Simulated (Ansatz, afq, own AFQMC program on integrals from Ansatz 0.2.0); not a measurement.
## Atomization energy of CHSi, quartet

```yaml
atoms:
  - { symbol: Si, position_ang: [0.0000, 0.0326, 0.6172] }
  - { symbol: C, position_ang: [0.0000, -0.1270, -1.2686] }
  - { symbol: H, position_ang: [0.0000, 0.6065, -2.0825] }
```

Connectivity, by distances: Si–CH.

Atoms in their ground-state spins without spin–orbit coupling (mostly on UHF) minus the molecule (UHF), without zero-point energy. The geometry is a stationary point, not shown to be a minimum.

Basis aug-cc-pVDZ. Noble-gas cores (and the filled d shells of Ga–Kr and In–Xe) are frozen. Ansatz 0.2.0 and our own AFQMC program on the same integrals; the CISD trial comes from CCSD amplitudes, and released means the phaseless constraint is let go. Free AFQMC starts from the CCSD state and is never constrained. Its projection time is finite, and what remains of the start isn't in its error. Uncertainties: one standard error, sampling alone. The errors of all members are added in quadrature.

No full CI on the walks' own integrals is used here; CCSDT(Q) serves as the reference and is uncertain by about the last step of the cluster series. Each member takes its own surest rung, up to full CI.

Errors are counted within aug-cc-pVDZ, not against nature.

Cautions: CHSi (quartet): lower spins were not checked, its ph-AFQMC/CISD value lies 19 ± 3 meV above CCSDT(Q).

Reference (CCSDT(Q)): 6.335 eV.

```csv
level,atomization energy (eV),error against CCSDT(Q) (eV)
HF,5.071,-1.264
MP2,6.347,0.012
CCSD,6.214,-0.120
CCSD(T),6.310,-0.024
CCSDT,6.327,-0.007
ph-AFQMC/HF,6.525 ± 0.027,0.190 ± 0.027
ph-AFQMC/CISD,6.324 ± 0.003,-0.010 ± 0.003
released AFQMC,6.339 ± 0.004,0.004 ± 0.004
free AFQMC,6.330 ± 0.005,-0.005 ± 0.005
```

Correlation beyond CCSD(T) adds 0.024 eV. The perturbative (T) step is worth +0.096 eV.

Free projections are given only where their last times agree within the noise and don't stop above the reference; a slow remainder of the start can still hide under it. A walk keeps the symmetry of its determinant, which the program's search chose and which needn't be the lowest solution, so a lower state of the same spin and another symmetry isn't excluded. Released energies are given only where the last usable release times agree within the noise; a slower fall can still hide under it.
